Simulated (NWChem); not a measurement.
Total energies of chlorine (Cl$_{2}$)

```xyz
2

Cl     0.0000     0.0000     1.0128
Cl     0.0000     0.0000    -1.0128
```
Charge 0, spin multiplicity 1.

The numbers come from NWChem runs, not from measurements. Structure: optimised with PBE0/def2-SVP, a minimum by its harmonic frequencies.

Basis set: cc-pVQZ (118 functions).

```csv
method,total energy (Ha),relative cost
RHF,-919.00650,1
MP2,-919.42398,3
B2PLYP,-920.16615,5
PBE,-920.04202,under 3
B3LYP,-920.44430,under 3
PBE0,-920.11103,under 3
```

Total energies of different functionals aren't comparable as a measure of quality: only differences taken within one method are. Relative cost: rough, from shared machines, SCF included, RHF = 1.

The correlated methods keep 10 core orbitals frozen. B3LYP has NWChem's definition, with VWN1-RPA local correlation.
